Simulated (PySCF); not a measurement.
Bond length, frequency and bond energy of BH⁺ by level of theory

State: ²Σ⁺ (doublet), unpaired electrons σ ↑. Set-up: basis B def2-TZVPPD, H def2-TZVPPD; no relativity; PySCF 2.14. De refers to B⁺ + H in their ground configurations, without counterpoise correction. The functionals are run spin-unrestricted. A positive dipole points towards H; it is taken about the centre of mass and depends on that origin.

```json
{"Level": "UHF", "Re (Å)": "1.186", "ωe (cm⁻¹)": "2721", "De (eV)": "2.31", "μ (D)": "0.29", "CPU s a point (SCF and correlation, without the integrals)": "0.21"}
{"Level": "UHF-MP2", "Re (Å)": "1.192", "ωe (cm⁻¹)": "2669", "De (eV)": "2.38", "μ (D)": "n/a", "CPU s a point (SCF and correlation, without the integrals)": "0.33"}
{"Level": "UHF-SCS-MP2", "Re (Å)": "1.193", "ωe (cm⁻¹)": "2657", "De (eV)": "2.34", "μ (D)": "n/a", "CPU s a point (SCF and correlation, without the integrals)": "n/a"}
{"Level": "UHF-CCSD", "Re (Å)": "1.205", "ωe (cm⁻¹)": "2528", "De (eV)": "2.08", "μ (D)": "n/a", "CPU s a point (SCF and correlation, without the integrals)": "n/a"}
{"Level": "UHF-CCSD(T)", "Re (Å)": "1.206", "ωe (cm⁻¹)": "2520", "De (eV)": "2.10", "μ (D)": "n/a", "CPU s a point (SCF and correlation, without the integrals)": "3.4"}
{"Level": "PBE", "Re (Å)": "1.218", "ωe (cm⁻¹)": "2449", "De (eV)": "2.62", "μ (D)": "0.41", "CPU s a point (SCF and correlation, without the integrals)": "0.53"}
{"Level": "r²SCAN", "Re (Å)": "1.206", "ωe (cm⁻¹)": "2536", "De (eV)": "2.86", "μ (D)": "0.36", "CPU s a point (SCF and correlation, without the integrals)": "0.77"}
{"Level": "TPSSh", "Re (Å)": "1.210", "ωe (cm⁻¹)": "2505", "De (eV)": "2.85", "μ (D)": "0.42", "CPU s a point (SCF and correlation, without the integrals)": "0.99"}
{"Level": "PBE0", "Re (Å)": "1.208", "ωe (cm⁻¹)": "2531", "De (eV)": "2.62", "μ (D)": "0.39", "CPU s a point (SCF and correlation, without the integrals)": "1.1"}
{"Level": "r²SCAN0", "Re (Å)": "1.201", "ωe (cm⁻¹)": "2574", "De (eV)": "2.82", "μ (D)": "0.36", "CPU s a point (SCF and correlation, without the integrals)": "0.86"}
{"Level": "B97-3", "Re (Å)": "1.204", "ωe (cm⁻¹)": "2564", "De (eV)": "2.57", "μ (D)": "0.40", "CPU s a point (SCF and correlation, without the integrals)": "0.5"}
{"Level": "MN15", "Re (Å)": "1.197", "ωe (cm⁻¹)": "2633", "De (eV)": "2.33", "μ (D)": "0.28", "CPU s a point (SCF and correlation, without the integrals)": "0.91"}
{"Level": "ωB97X-V", "Re (Å)": "1.209", "ωe (cm⁻¹)": "2542", "De (eV)": "2.47", "μ (D)": "0.41", "CPU s a point (SCF and correlation, without the integrals)": "5.4"}
{"Level": "B2PLYP", "Re (Å)": "1.199", "ωe (cm⁻¹)": "2582", "De (eV)": "2.55", "μ (D)": "0.34", "CPU s a point (SCF and correlation, without the integrals)": "0.57"}
```

The bond length runs from 1.186 Å (UHF) to 1.218 Å (PBE). De spans 2.08 eV (UHF-CCSD, coupled cluster) to 2.86 eV (r²SCAN, meta-GGA). Correlation at CCSD(T) changes the Hartree–Fock bond energy by -0.21 eV; the triples alone change it by +0.02 eV.

Correlated steps freeze 1 core orbital. For an ion De counts to the pair picked by the measured ionisation energies or electron affinities, which need not be the lowest pair at this level. B2PLYP dipoles, levels and charges come from its SCF part alone. The state is the lowest determinant that a PBE0 search found; another state may lie lower at other levels.

The whole job (state search and all levels along the bond) took about 3.2 min on 1 thread of Intel Xeon Platinum 8259CL @ 2.50GHz (shared host), peak memory 0.96 GiB.
